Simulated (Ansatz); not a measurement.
Input file:

```yaml
crystal:
  periodic: [false, false, false]
  atoms:
    - { symbol: Si, position_ang: [0.0, 0.0, 0.0] }
    - { symbol: Si, position_ang: [0.0, 0.0, 2.22] }
    - { symbol: H, position_ang: [-1.3148, -0.4067, 2.7074] }
    - { symbol: H, position_ang: [1.0096, -0.9353, 2.7074] }
    - { symbol: H, position_ang: [0.3052, 1.342, 2.7074] }
    - { symbol: O, position_ang: [1.5842, 0.0, -0.5594] }
    - { symbol: H, position_ang: [1.9006, -0.9521, -0.6761] }
    - { symbol: H, position_ang: [-0.6877, 1.1914, -0.4862] }
    - { symbol: H, position_ang: [-0.6877, -1.1914, -0.4862] }
basis:
  gaussian: { orbitals: def2-SVP }
hamiltonian:
  xc: r2scanh
relax:
  f_tol: 0.02
  max_steps: 40
```

Run as:

```bash
$ ansatz run input.yaml --threads 1 --pin off --max-ram 2048MiB --backend cpu --events-out ev --progress --plain --runs-dir out
```

Hardware: 1 thread of Arm Neoverse V2, on a shared host.

Question: Roughly how long does this run take, and how much memory?

Answer: 38 s, with a peak of 0.17 GiB, for 10 ionic steps.
